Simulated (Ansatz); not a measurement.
Relaxation of CH2FSi (5 atoms, charge 1, multiplicity 1), to a largest force component of 0.015 eV/Å in at most 40 steps.

All numbers below come from Ansatz 0.2.0, RKS r2SCANh-D4/def2-SVP.

```xyz
5
Properties=species:S:1:pos:R:3
F 0.890 -1.204 1.601
C 0.011 -0.412 1.155
Si -0.172 0.303 -0.535
H -1.068 -0.338 -1.486
H 0.339 1.651 -0.735
```

Question: Where does it end, and by what steps?

Answer: It converged. Limits of this set-up: the dipole of an ion depends on the origin. After 9 steps the energy has fallen by 0.401 eV; C2 moved furthest, 0.33 Å.

```json
{"step": "0", "energy less start (eV)": "0.0000", "largest force component (eV/Å)": "1.194", "accepted": "yes"}
{"step": "1", "energy less start (eV)": "-0.2097", "largest force component (eV/Å)": "1.595", "accepted": "yes"}
{"step": "2", "energy less start (eV)": "-0.2989", "largest force component (eV/Å)": "1.015", "accepted": "yes"}
{"step": "3", "energy less start (eV)": "-0.3727", "largest force component (eV/Å)": "0.341", "accepted": "yes"}
{"step": "4", "energy less start (eV)": "-0.3880", "largest force component (eV/Å)": "0.686", "accepted": "yes"}
{"step": "5", "energy less start (eV)": "-0.3986", "largest force component (eV/Å)": "0.115", "accepted": "yes"}
{"step": "6", "energy less start (eV)": "-0.4006", "largest force component (eV/Å)": "0.043", "accepted": "yes"}
{"step": "7", "energy less start (eV)": "-0.4006", "largest force component (eV/Å)": "0.039", "accepted": "yes"}
{"step": "8", "energy less start (eV)": "-0.4011", "largest force component (eV/Å)": "0.029", "accepted": "yes"}
{"step": "9", "energy less start (eV)": "-0.4012", "largest force component (eV/Å)": "0.004", "accepted": "yes"}
```

```xyz
5
Properties=species:S:1:pos:R:3
F 0.718 -1.143 1.753
C 0.194 -0.459 0.888
Si -0.030 0.271 -0.687
H -1.176 -0.381 -1.356
H 0.294 1.712 -0.598
```

Time of the run: 36 s on 1 thread of Arm Neoverse N1, with other jobs on the host, peak memory 0.13 GiB.
